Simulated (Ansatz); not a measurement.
# Antimony, A7 rhombohedral under RPBE: from relaxation to bulk modulus

What does RPBE give for antimony in the A7 rhombohedral structure? We relax it, solve it on a dense k-mesh, switch on spin-orbit coupling, then scale the cell to 7 volumes from 88 to 112 % of the relaxed one and try a fit of the equation of state. The k-meshes are 9×9×9 for the relaxation; 14×14×14 for the dense run; 9×9×9 for spin-orbit coupling; 14×14×14 for the volumes. It starts from a deposited cell (COD).

Computed with Ansatz 0.2.0 (DFT RPBE, plane waves (420 eV) with PAW, scalar-relativistic; PBE-made PAW files, unless a step says otherwise).

### Step 1. Starting point

It takes space group R-3m (No. 166, trigonal). The conventional cell has a = 4.308 Å, b = 4.308 Å, c = 11.274 Å, α = 90.00°, β = 90.00°, γ = 120.00°. Around Sb (site symmetry 3m) lie 3 Sb at 2.90 Å.

Coordinates:

```cif
data_structure
_symmetry_space_group_name_H-M 'P 1'
_symmetry_Int_Tables_number 1
_cell_length_a 4.5066
_cell_length_b 4.5066
_cell_length_c 4.5066
_cell_angle_alpha 57.108
_cell_angle_beta 57.108
_cell_angle_gamma 57.108
_cell_volume 60.41
loop_
_atom_site_label
_atom_site_type_symbol
_atom_site_fract_x
_atom_site_fract_y
_atom_site_fract_z
_atom_site_occupancy
Sb1 Sb 0.23300 0.23300 0.23300 1
Sb2 Sb 0.76700 0.76700 0.76700 1
```

### Step 2. Relaxing cell and atoms

The input, input.yaml:

```yaml
crystal:
  lattice:
    - [2.1540983456, 1.2436692597, 3.7580152782]
    - [-2.1540983456, 1.2436692597, 3.7580152782]
    - [0.0, -2.4873385193, 3.7580152782]
  atoms:
    - { symbol: Sb, position: [0.233, 0.233, 0.233] }
    - { symbol: Sb, position: [0.767, 0.767, 0.767] }
hamiltonian:
  xc: rpbe
  pseudopotentials:
    kind: paw
    azcp:
      Sb: "pseudopotentials/Sb.paw.azcp"
basis:
  ecutwfc: 420
  fft_grid_basis: typed
kpoints:
  mp_grid: { grid: [9, 9, 9], shift: [0, 0, 0] }
magnetization:
  spin_polarized: false
scf:
  occupations: { method: fermi_dirac, width: 0.1 }
relax:
  max_steps: 60
  f_tol: 0.01
  cell: {}
```

After this run come: The energy on a finer k-mesh; With spin-orbit coupling; Equation of state: 88 %; Equation of state: 92 %; Equation of state: 96 %; Equation of state: 100 %; Equation of state: 104 %; Equation of state: 108 %; Equation of state: 112 %.

**Question.** What will these runs give? Wanted: space group; conventional cell; volume; shortest distance; gap on the mesh; V₀, B₀, B₀′.

As calculated:

| quantity | value |
| --- | --- |
| space group (spins left aside) | R-3m (No. 166) |
| conventional cell | a = 4.400 Å, c = 11.948 Å (c/a = 2.716) |
| volume | 33.380 Å³/atom |
| shortest distance | 2.961 Å |
| against the deposited volume | +10.5 % (30.203 Å³/atom) |
| gap on the mesh | none (levels filled in part) |
| V₀, B₀, B₀′ | 33.399 Å³/atom, 44 GPa, 4.5 |

In words: Against experiment, RPBE misses the volume by +10.5 %. No dispersion term holds the layers, chains or molecules together, so the cell swells. No gap shows: it is a metal or semimetal at this level. Totals with and without spin-orbit coupling (-2.4 eV/atom apart) can't be read as binding, since the two-component data shift the zero of energy. B₀ comes out at 44 GPa; even scaling stretches the bonds with the cell, so it lies well above the modulus that a cell free to change shape would show.
